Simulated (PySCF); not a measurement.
## Structure elucidation problem

Molecular formula: C5H10O. Simulated spectra:

1H NMR (400 MHz, computed): δ 3.76 (m, 4H), 1.58 (m, 2H), 1.43 (m, 4H).

13C{1H} NMR (computed): δ 72.2, 30.5, 27.6.

[PySCF 2.14: GFN2-xTB geometry; PBE0/pcSseg-1 with gauge-including orbitals; non-relativistic Hamiltonian; one computed conformer; fast rotation and ring inversion assumed for equivalent nuclei; no solvent]

Shifts are taken against calculated references (same method and geometry level): TMS for 1H (31.72 ppm), 13C (186.93 ppm).

Q: Which of these isomers gave the spectra?
A. C/C=C\CCO
B. C1CCOCC1
C. C/C=C(\C)OC
D. C/C=C/COC
E. C=C(C)OCC

A: B. 

- The formula gives 1 degree of unsaturation (1 ring in the answer).
- 3 carbon signals for 5 carbons: some carbons are equivalent by symmetry or fast rotation.
- Carbon types of the structure: 5 × CH2, which accounts for all hydrogens.
- δC 72.2: sp3 CH2 bonded to O; the inductive effect lowers its shielding.
- δC 30.5, 27.6: sp3 CH2 in a ring; aliphatic region, no heteroatom directly attached.
- δH 3.76: hydrogen on an sp3 CH2 bonded to O; its carbon carries O, hence the downfield position.
- δH 1.58, 1.43: hydrogen on an sp3 CH2 in a ring.

The others: C=C(C)OCC would give 5 carbon signals, not 3; C/C=C\CCO would give 5 carbon signals, not 3; C/C=C(\C)OC would give 5 carbon signals, not 3; C/C=C/COC would give 5 carbon signals, not 3.

Shifts are as computed. Against solution values, carbons near 30 ppm lie about +3 ppm off and those near 130 ppm about +5 ppm. Of 1211 compounds with measured shifts, 218 miss one by over three times the rms of a fit or turn the order of signals round; such compounds aren't used in these exercises. Multiplicities follow the n + 1 count of equivalent neighbours, as no J values were calculated; m marks all less simple cases, F and P coupling included.
